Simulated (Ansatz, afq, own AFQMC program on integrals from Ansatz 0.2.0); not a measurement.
Two steps: Ansatz 0.2.0 writes the Fock matrix and Cholesky factors of the valence space, and afq projects on them the lowest state that overlaps trial and start.

```yaml
crystal:
  periodic: [false, false, false]
  atoms:
    - {symbol: Na, position_ang: [0.000000, 0.000000, 0.000000]}
    - {symbol: Na, position_ang: [0.000000, 0.000000, 3.538800]}
basis:
  gaussian: {orbitals: aug-cc-pVDZ}
total_charge: -1
magnetization: {spin_polarized: false, initial_magnetization: 1}
correlation: {method: ccsd_t, electrons: outside_noble_gas, hamiltonian_folder: ham}
```

```sh
$ ansatz run in.yaml --threads 1 --pin off --events-out ev --progress --plain --max-ram 1843MiB
```

Options of the walk:

```
--method phaseless --trial hf --walkers 120 --populations 1 --least-time 40 --time-step 0.005 --steps-per-block 20 --equilibration-blocks 112 --max-blocks 600 --target-error 0.00063 --factor-cut 1e-05 --start spin_pure --seed 6786 --taylor-order 6
```

Times are imaginary, in 1/Eh. The walk had a cap of 1067 s.

```
orbitals 44  electrons 2 1  factors 321 of 506
reference energy -323.71021029 Eh
CCSD correlation -0.03591223 Eh in 13 cycles, weight of the determinant in the CISD state 0.8644
energy of the start -323.710211 Eh
 block  time / (1/Eh)  mean weight  energy / Eh
     1     0.100  0.9997  -323.711537
     2     0.200  1.0002  -323.712789
     3     0.300  1.0003  -323.713971
     4     0.400  0.9998  -323.715090
     5     0.500  0.9999  -323.715558
    10     1.000  1.0001  -323.720301
    49     4.900  1.0000  -323.735493
    61     6.100  0.9998  -323.738162
   121    12.100  1.0000  -323.748337
   181    18.100  0.9994  -323.750118
   229    22.900  0.9997  -323.751866
   241    24.100  1.0004  -323.747748
   301    30.100  0.9994  -323.740387
   361    36.100  1.0005  -323.747437
   421    42.100  1.0003  -323.748456
   481    48.100  1.0000  -323.748635
   505    50.500  1.0002  -323.744224
blocks merged  error / Eh  count
     1  0.000210  400
     2  0.000272  200
     4  0.000350  100
     8  0.000443  50
    16  0.000558  25
    32  0.000733  12
energy -323.747051 +/- 0.000558 Eh
(rows thinned)
```

(1) Estimate how long the walk took on 1 thread of Arm Neoverse V1 (shared host).

The run failed at least one of its tests; the cautions name the faults. The second half of the sampling lies below the first by 2.2 errors of their difference, so the energy may still be moving and its error bar be too small.

Against this walk (error 15.2 meV) on the same determinant: CCSD(T) 11.5 meV lower (within the noise), full CI 28.1 meV lower (within the noise). The error is statistical and leaves out the bias of the constraint.

Cautions: constraint bias not in the error; error not settled; a spin-contaminated unrestricted determinant lies lower (UHF 281 meV lower, ⟨S²⟩ 1.16); the search met a lower determinant of the same kind, perhaps of another symmetry (33 meV lower), and this one is a saddle point; strong correlation (T1 0.065, weight of the determinant 0.86, largest double 0.10); the bias of populations of 120 walkers isn't removed.

Answers

(1) 3 min of wall time.

A walk keeps the symmetry of its determinant, which the program's search chose and which needn't be the lowest solution, so a lower state of the same spin and another symmetry isn't excluded.
